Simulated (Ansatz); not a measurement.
Input file:

```yaml
crystal:
  periodic: [false, false, false]
  atoms:
    - {symbol: Fe, position_ang: [0.000000, 0.000000, 2.268399]}
    - {symbol: N, position_ang: [0.000000, 0.000000, -0.624601]}
    - {symbol: H, position_ang: [0.000000, 0.000000, -1.643799]}
basis:
  gaussian: {orbitals: def2-SVP}
magnetization: {spin_polarized: false, initial_magnetization: 6}
hamiltonian: {xc: {name: B3LYP}}
correlation: {method: ccsd_t, electrons: all}
```

```sh
$ ansatz run in.yaml --threads 1 --pin off --events-out ev --progress --plain --max-ram 2393MiB
```

What does the program do with this input?

Converged. The settings were drawn as a stress test.
```
530 factors; integrals over basis functions are off by at most 8.6e-4 eV
mean field evaluation 1: about -35878.1817 eV, gradient 3.8e1 eV
mean field evaluation 2: about -35878.2259 eV, gradient 3.7e1 eV
mean field evaluation 4: about -35842.7048 eV, gradient 8.6e1 eV
mean field evaluation 8: about -35882.5296 eV, gradient 6.4e-1 eV
mean field evaluation 16: about -35882.7256 eV, gradient 2.1e0 eV
mean field evaluation 32: about -35883.3248 eV, gradient 1.1e-7 eV
mean field evaluation 64: about -35881.5360 eV, gradient 6.8e-3 eV
mean field evaluation 96: about -35883.3231 eV, gradient 1.7e-1 eV
mean field evaluation 128: about -35883.3247 eV, gradient 2.5e-1 eV
mean field evaluation 160: about -35883.3165 eV, gradient 2.9e-2 eV
...
cycle   5  -11.38299963 eV  change   -1.7e-2 eV  update   1.1e-2
cycle   6  -11.40537415 eV  change   -2.2e-2 eV  update   6.6e-3
cycle   7  -11.40574142 eV  change   -3.7e-4 eV  update   2.4e-3
cycle   8  -11.40525238 eV  change    4.9e-4 eV  update   1.4e-3
cycle   9  -11.40566844 eV  change   -4.2e-4 eV  update   7.7e-4
cycle  10  -11.40508200 eV  change    5.9e-4 eV  update   4.1e-4
cycle  11  -11.40541294 eV  change   -3.3e-4 eV  update   2.3e-4
cycle  12  -11.40542791 eV  change   -1.5e-5 eV  update   1.2e-4
cycle  13  -11.40540111 eV  change    2.7e-5 eV  update   6.4e-5
cycle  14  -11.40542134 eV  change   -2.0e-5 eV  update   3.6e-5
perturbative correction -0.24345590 eV, -0.0089468393 hartree
Total energy: -35852.76843767 eV, -1317.5649382051 hartree
```
